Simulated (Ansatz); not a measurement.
Consider the substitution at a C–P bond: `CP(C)C` + `CNN` → `CNNC` + `CPC`.

Isolated molecules relaxed with PBE0-D4/def2-TZVP in Ansatz; ΔE leaves out vibrations. CCSD(T)/CBS adds triple-zeta CCSD(T) − MP2 to the extrapolated MP2 energy (def2 sets, frozen cores). Functionals use def2-TZVPP. Each species was taken in one conformer, which may not be the lowest.

`CP(C)C`:

Z-matrix (Å, degrees):
```
C
P 1 1.839
H 1 1.092 2 109.5
H 1 1.092 2 109.5 3 -117.8
H 1 1.094 2 112.3 3 121.1
C 2 1.839 1 99.4 3 -171.9
C 2 1.839 1 99.4 3 -70.7
H 6 1.092 2 109.5 1 -70.7
H 6 1.094 2 112.3 1 50.4
H 6 1.092 2 109.5 1 171.5
H 7 1.092 2 109.5 1 70.3
H 7 1.094 2 112.3 1 -50.8
H 7 1.092 2 109.5 1 -171.9
```

`CNN`:

Z-matrix (Å, degrees):
```
C
N 1 1.445
H 1 1.093 2 108.8
H 1 1.102 2 114.0 3 121.0
H 1 1.091 2 109.0 3 -118.4
N 2 1.412 1 110.6 3 -178.7
H 2 1.015 1 109.7 3 -55.4
H 6 1.017 2 112.5 1 83.6
H 6 1.011 2 108.7 1 -156.0
```

`CNNC`:

Cartesian coordinates in Å:
```
C -0.479 0.258 -1.366
N 0.430 -0.715 -0.795
N 0.358 -0.921 0.593
C 0.232 0.255 1.429
H -0.375 1.283 -0.981
H -0.315 0.284 -2.445
H -1.511 -0.064 -1.196
H 1.390 -0.494 -1.026
H -0.392 -1.575 0.770
H -0.662 0.869 1.247
H 1.112 0.891 1.299
H 0.212 -0.070 2.472
```

`CPC`:

Cartesian coordinates in Å:
```
C -1.417 0.127 0.077
P -0.031 -0.968 -0.447
C 1.392 0.186 -0.242
H -1.215 0.656 1.011
H -2.325 -0.468 0.194
H -1.604 0.861 -0.710
H 0.124 -1.658 0.786
H 1.366 0.924 -1.048
H 2.326 -0.371 -0.336
H 1.383 0.711 0.715
```

```
             level  ΔE (kJ/mol)  difference from CCSD(T)/CBS
       LDA (SPW92)         43.8                         -9.6
            PBE-D4         49.2                         -4.2
         revPBE-D4         49.7                         -3.7
           PBE0-D4         50.2                         -3.2
          PBE-QIDH         51.8                         -1.6
            revPBE         48.8                         -4.6
            r2SCAN         50.6                         -2.8
              PBE0         48.9                         -4.5
           LC-ωPBE         49.6                         -3.8
SCS-MP2/def2-QZVPP         53.5                          0.1
       CCSD(T)/CBS         53.4                            0
```

Largest T1 diagnostic among the species: 0.010.

At CCSD(T), def2-SVP lies −20.6 kJ/mol from the extrapolated value and def2-TZVPP −3.4 kJ/mol. In def2-TZVPP, CCSD(T) changes the Hartree–Fock value by +4.9 kJ/mol (the triples alone add +0.6 kJ/mol) and MP2 by +10.2 kJ/mol. Leaving LDA and LC-ωPBE aside and taking each functional with its dispersion term where it has one, the values, not all of them listed here, spread over 5.6 kJ/mol, from CAM-B3LYP-D4 to B97M-V. LDA lies −4.1 kJ/mol from PBE without D4.
